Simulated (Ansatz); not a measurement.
`NC(F)=C=O`, charge 0, multiplicity 1.

Q: Give a relaxed structure at PBE0-D4/def2-TZVP (Ansatz). (Best estimate.)

A: Computed: 
Cartesian coordinates in Å:
```
N 0.415 -0.893 -0.365
C -0.075 0.164 0.352
F -0.066 0.161 1.718
C -0.572 1.223 -0.257
O -1.004 2.142 -0.819
H 1.412 -1.043 -0.318
H -0.111 -1.754 -0.310
```
Point group Cs.
